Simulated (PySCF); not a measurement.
## Orbital energies and ionisation energy

C₂H₂ClF₃.
SMILES with atom numbers: `[F:1][CH2:2][C:3]([F:4])([F:5])[Cl:6]` (hydrogens: H7, H8 on C2)

Structure used (PBE0-D3(BJ)/def2-SVP), in Å, numbered top down from 1:
```xyz
8
C2H2ClF3 angstrom
F     -1.5734   -0.6913   -0.5597
C     -0.7525    0.2262    0.0149
C      0.6811   -0.2632   -0.0569
F      0.8253   -1.4196    0.5872
F      1.0603   -0.4507   -1.3197
Cl     1.7397    0.9563    0.6955
H     -1.0209    0.3694    1.0732
H     -0.8214    1.1872   -0.5181
```

Level: PBE0/def2-SVPD (PySCF). Frontier orbitals with their largest atomic shares (Löwdin; up to four atoms above 4 %):

```csv
orbital,ε (eV),main atoms
HOMO−3,-10.89,"F1 47 %, C2 22 %, H7 10 %, H8 10 %"
HOMO−2,-10.63,"Cl6 22 %, F1 20 %, C2 14 %, F4 13 %"
HOMO−1,-9.89,?
HOMO,-9.87,?
LUMO,-0.24,"Cl6 53 %, C3 27 %, C2 6 %"
LUMO+1,0.61,"C2 25 %, Cl6 25 %, H7 11 %, H8 11 %"
LUMO+2,1.34,"Cl6 29 %, F1 18 %, H8 11 %, H7 11 %"
```

**Question.** What vertical ionisation energy does ΔSCF give, and how far is −ε(HOMO) from it?

**Answer.** ΔSCF: 12.33 eV (1190 kJ/mol; threshold wavelength 100.5 nm); ⟨S²⟩ of the doublet left behind is 0.755, against 0.75 for a pure doublet. −ε(HOMO) is 9.87 eV, 2.46 eV below it. For the exact functional −ε(HOMO) would equal the first vertical ionisation energy; PBE0 (global hybrid, 25 % exact exchange) falls short of its own ΔSCF value by 20 %.

**Question.** On which atoms does the HOMO lie?

**Answer.** HOMO: Cl6 81 %, C3 5 %, F4 4 %, F5 4 %; HOMO−1: Cl6 76 %, C3 9 %, F1 6 %, C2 5 %. These 2 orbitals lie within 0.02 eV of one another. The HOMO−2 lies 0.76 eV lower.

**Question.** With α = 42.7 au, estimate the like-pair dispersion coefficient by London's formula C6 = (3/4)α²I.

**Answer.** I = 0.4533 Eh, so C6 ≈ 620 au, a rough estimate.

**Question.** What total energies stand behind the ΔSCF value?

**Answer.** E(N) = -836.21554 Eh and E(N − 1) = -835.76224 Eh at the same geometry, 0.45330 Eh apart.

**Question.** How many of the 10 lowest singlet excitations (vertical TDDFT, same level) lie below the ionisation energy?

**Answer.** All 10; they run from 7.86 to 10.19 eV.

**Question.** What kinetic energy would electrons from this vertical process carry with He I light (21.218 eV)?

**Answer.** 21.22 − 12.33 = 8.89 eV.

Geometry: PBE0-D3(BJ)/def2-SVP, one conformer, isolated molecule.

These values come from a run that also computed excited states and ΔSCF ions. On Arm Neoverse N1, one thread (shared host), this took 2.5 min wall and 0.65 GiB of memory at its peak.
